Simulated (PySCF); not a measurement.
One ligand Y is varied and pulled off as a radical: Cd(CH3)1–Y. Isolated molecules, 0 K electronic values unless said otherwise. One relaxed conformer stands for each flexible species; it need not be the lowest. Multiplicities are imposed; where one is given, others were not computed. Strings in code marks are SMILES.

These are B3LYP-D3(BJ)/def2-TZVP // r2SCAN-D4/def2-SVP in PySCF values and carry that method's errors. All candidates: neutral, multiplicity 2. B3LYP has the VWN-RPA correlation part, as in Gaussian. 

```json
{
  "dipole_moment": "0.00 D",
  "highest_occupied_spin_orbital": "-6.45 eV"
}
```

**Question.** Identify which member has these values.
A) `C[N]C`
B) `[CH3]`
C) `[OH]`
D) `[NH2]`

**Answer.** B, `[CH3]`. The others give `[NH2]`: 1.96 D, -8.54 eV; `C[N]C`: 1.73 D, -6.86 eV; `[OH]`: 1.77 D, -8.84 eV
